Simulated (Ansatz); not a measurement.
Density of states of Ti₃Cd (Pm-3m, a = 4.135 Å, b = 4.135 Å, c = 4.135 Å, α = 90.00°, β = 90.00°, γ = 90.00°), in states per eV and primitive cell, averaged over bins of 0.3 eV. The calculation used Ansatz 0.2.0, DFT r2SCAN, scalar-relativistic, plane waves, PAW.

Settings: cutoff 500 eV, Γ-centred mesh 10×10×10 on the computed 4-atom cell, Gaussian smearing of 0.10 eV; no spin polarisation.

The cell is relaxed at this level. The states (both spins) are summed by tetrahedra on a 15×15×15 mesh at the self-consistent density. Energies are bin centres; the table starts no lower than −8 eV and ends at 6 eV, or lower where the solved bands end.

It is a metal at this level.

| E − E_F (eV) | total | Ti 3d | Ti 4s | Cd 5s | Cd 4d |
| --- | --- | --- | --- | --- | --- |
| -7.50 | 0.10 | 0.00 | 0.06 | 0.03 | 0.00 |
| -7.20 | 0.23 | 0.00 | 0.14 | 0.06 | 0.00 |
| -6.90 | 0.32 | 0.01 | 0.19 | 0.09 | 0.00 |
| -6.60 | 0.40 | 0.01 | 0.23 | 0.12 | 0.00 |
| -6.30 | 0.48 | 0.02 | 0.26 | 0.15 | 0.01 |
| -6.00 | 0.57 | 0.03 | 0.30 | 0.20 | 0.01 |
| -5.70 | 0.72 | 0.04 | 0.34 | 0.28 | 0.01 |
| -5.40 | 0.95 | 0.08 | 0.39 | 0.42 | 0.02 |
| -5.10 | 0.91 | 0.12 | 0.30 | 0.44 | 0.01 |
| -4.80 | 0.94 | 0.20 | 0.21 | 0.49 | 0.01 |
| -4.50 | 1.06 | 0.39 | 0.09 | 0.55 | 0.00 |
| -4.20 | 0.23 | 0.03 | 0.17 | 0.01 | 0.00 |
| -3.90 | 0.42 | 0.07 | 0.30 | 0.02 | 0.00 |
| -3.60 | 0.65 | 0.13 | 0.43 | 0.05 | 0.01 |
| -3.30 | 0.97 | 0.25 | 0.58 | 0.08 | 0.01 |
| -3.00 | 1.79 | 0.61 | 0.90 | 0.15 | 0.02 |
| -2.70 | 2.60 | 1.35 | 0.86 | 0.24 | 0.02 |
| -2.40 | 1.03 | 0.44 | 0.46 | 0.02 | 0.01 |
| -2.10 | 1.76 | 0.90 | 0.64 | 0.03 | 0.02 |
| -1.80 | 2.64 | 1.79 | 0.58 | 0.03 | 0.03 |
| -1.50 | 1.47 | 1.03 | 0.30 | 0.01 | 0.02 |
| -1.20 | 5.45 | 4.21 | 0.62 | 0.03 | 0.04 |
| -0.90 | 7.27 | 5.93 | 0.18 | 0.06 | 0.05 |
| -0.60 | 3.19 | 2.63 | 0.04 | 0.01 | 0.03 |
| -0.30 | 7.50 | 6.74 | 0.23 | 0.02 | 0.07 |
| 0.00 | 5.08 | 4.46 | 0.24 | 0.01 | 0.04 |
| 0.30 | 3.29 | 2.95 | 0.06 | 0.01 | 0.02 |
| 0.60 | 7.38 | 6.85 | 0.12 | 0.01 | 0.03 |
| 0.90 | 4.57 | 4.08 | 0.13 | 0.02 | 0.02 |
| 1.20 | 3.10 | 2.57 | 0.20 | 0.04 | 0.02 |
| 1.50 | 1.53 | 1.35 | 0.05 | 0.01 | 0.01 |
| 1.80 | 4.37 | 4.13 | 0.11 | 0.01 | 0.03 |
| 2.10 | 7.70 | 7.38 | 0.11 | 0.01 | 0.04 |

The columns after the total are the main Löwdin projections on the occupied valence shells of the potentials; 2 others are left out. The rest of the total lies in those, in shells that are empty in the free atom, which aren't projected, and between the atoms.

Whether Ti3Cd exists in this form wasn't checked.